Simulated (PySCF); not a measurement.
Species: formaldoxime, CH3NO.
Numbering: `[CH2:1]=[N:2][OH:3]` (hydrogens: H4, H5 on C1; H6 on O3)

The same species was optimised twice, with GFN2-xTB and with PBE0-D3(BJ)/def2-SVP (PySCF), and the same property calculations (PySCF, gas phase) were run on both structures.

```tsv
coordinate	GFN2-xTB	PBE0-D3(BJ)/def2-SVP	change
N2–O3 (Å)	1.388	1.363	-0.025
C1–H4 (Å)	1.076	1.093	+0.017
C1=N2 (Å)	1.256	1.269	+0.013
C1–H5 (Å)	1.086	1.099	+0.013
O3–H6 (Å)	0.968	0.963	-0.005
C1–N2–O3 (°)	116.0	112.7	-3.3
N2–C1–H5 (°)	124.3	122.6	-1.7
H4–C1–H5 (°)	119.2	120.5	+1.3
N2–O3–H6 (°)	104.6	103.5	-1.1
N2–C1–H4 (°)	116.5	116.9	+0.4
```

Rotational constants: A = 76625, B = 11476, C = 9982 MHz (GFN2-xTB) against A = 72098, B = 11986, C = 10278 MHz (PBE0-D3(BJ)/def2-SVP). Point groups within 0.08 Å: Cs and Cs.

On the GFN2-xTB structure: HOMO (eV) -7.85 [PBE0/pcSseg-1]; LUMO (eV) -0.06 [PBE0/pcSseg-1]; dipole (D) 0.22 [PBE0/pcSseg-1]; GIAO shielding of C1 (ppm) 50.0 [PBE0/pcSseg-1]; GIAO shielding of N2 (ppm) -176.7 [PBE0/pcSseg-1]; GIAO shielding of O3 (ppm) 81.1 [PBE0/pcSseg-1].

Task: What do these properties become on the PBE0-D3(BJ)/def2-SVP structure?

Result: 
| property | level | on GFN2-xTB | on PBE0-D3(BJ)/def2-SVP | change |
| --- | --- | --- | --- | --- |
| HOMO (eV) | PBE0/pcSseg-1 | -7.85 | -7.72 | +0.13 |
| LUMO (eV) | PBE0/pcSseg-1 | -0.06 | -0.11 | -0.05 |
| dipole (D) | PBE0/pcSseg-1 | 0.22 | 0.12 | -0.10 |
| energy, GFN2-xTB geometry as zero (kcal/mol) | PBE0/pcSseg-1 | 0.0 | -0.8 | -0.8 |
| GIAO shielding of C1 (ppm) | PBE0/pcSseg-1 | 50.0 | 45.6 | -4.4 |
| GIAO shielding of N2 (ppm) | PBE0/pcSseg-1 | -176.7 | -171.5 | +5.2 |
| GIAO shielding of O3 (ppm) | PBE0/pcSseg-1 | 81.1 | 91.2 | +10.1 |

The heavy atoms differ by 0.027 Å rms after alignment. Among all bonds N2–O3 changes most (-0.025 Å). Changes are differences of the printed values. Neither structure is proved a minimum here.

The values belong to the conformer `[CH2:1]=[N:2][OH:3]`: H–O3–N2–C1 180°.
